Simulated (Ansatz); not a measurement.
We consider hcp Hf, described by PBE (Ansatz, a quantum-chemistry and plane-wave program, PAW).

Numerical settings: plane-wave cutoff 520 eV, 18×18×8 k mesh (along the axes of the cell as run), Fermi–Dirac smearing 0.1 eV, perturbation theory, scalar-relativistic PAW data made under PBE.

The cell has the measured lattice parameters. Conventional cell: a = 3.1942 Å, b = 3.1942 Å, c = 5.0512 Å, α = 90.00°, β = 90.00°, γ = 120.00°.

Harmonic phonon frequencies (cm⁻¹; i marks an imaginary mode):

```
q point      frequencies
-------  ---------------
Γ        0 0 0 78 78 105
M                      …
K                      …
A                      …
L                      …
H                      …
```

Problem. Some entries are withheld; supply them.

Solution. 
- M, frequencies: 64 72 120 120 126 135
- K, frequencies: 100 100 110 110 113 153
- A, frequencies: 55 55 55 55 108 108
- L, frequencies: 98 98 99 99 149 149
- H, frequencies: 56 56 135 135 144 144

No imaginary mode appears at these points.

Note: the cell isn't this level's own, so it is under some stress, which shifts stiffness and frequencies.
